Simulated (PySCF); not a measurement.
# Li₃: structure of the quartet

Aim: relax Li₃ as a quartet from a linear chain start, check by its vibrations whether the end is a minimum, and collect its spectrum and constants.

The runs use PySCF 2.14.0; PBE, basis Li def2-TZVP, no relativity, density fitting.

## (1) The system as given

3 atoms, charge 0, spin multiplicity 4.

No contacts short enough for the rule that draws bonds.

```xyz
3
charge 0 multiplicity 4
Li    0.0000    0.0000    0.0000
Li    0.0000    0.0000    2.7292
Li    0.0000    0.0000   -2.7292
```

## (2) The SCF at the typed geometry

One driver script runs all steps and calls PySCF; scf.py shows how it sets up the SCF of each step. The optimiser is the driver's own. After this first run the driver tries any further starts and a stability analysis.

Input file scf.py:

```python
from pyscf import gto, scf, dft
mol = gto.M(atom='''
Li     0.000000     0.000000     0.000000
Li     0.000000     0.000000     2.729200
Li     0.000000     0.000000    -2.729200''',
    basis={'Li': 'def2-TZVP'},
    charge=0, spin=3)
mf = dft.UKS(mol, xc='PBE')
mf.grids.atom_grid = (50, 194)
aux = {'Li': 'def2-universal-JKFIT'}
mf = mf.density_fit(auxbasis=aux)
mf.conv_tol = 1e-08
mf.diis_space = 10
mf.max_cycle = 60
mf.init_guess = 'minao'
mf.verbose = 4
mf.kernel()
```

Command:

```sh
OMP_NUM_THREADS=2 python axn.py task.json out
```

Further steps of the session: Linear chain start, quartet: relaxation; Vibrations and properties at this point.

Q: Predict the outcome of this session. Wanted: minimum; geometry; wavenumbers; dipole moment; highest occupied, lowest empty level; polar-tensor charge of Li1; zero-point energy; atomisation energy; ⟨S²⟩.

**Answer**, as computed:

| quantity | value |
| --- | --- |
| minimum | quartet, D∞h |
| geometry | Li–Li 3.527 Å (×2); Li–Li–Li 180.0° |
| wavenumbers (cm⁻¹) | 29 (πu), 102 (σg+), 191 (σu+) |
| dipole moment | 0.00 D |
| highest occupied, lowest empty level (either spin) | -2.44, -1.90 eV |
| polar-tensor charge of Li1 | +0.17 e |
| zero-point energy | 2.1 kJ/mol |
| entropy at 298.15 K | 297.7 J/(mol K) |
| atomisation energy (no zero-point energy) | 21 kJ/mol |
| ⟨S²⟩ | 3.750 |

The linear chain start keeps its D∞h symmetry and ends in a minimum. In the infrared the band at 191 cm⁻¹ (σu+, stretch) leads. The first SCF alone would have been 1 kJ/mol too high. Only this shape and spin were tried, so other structures or states may lie lower.
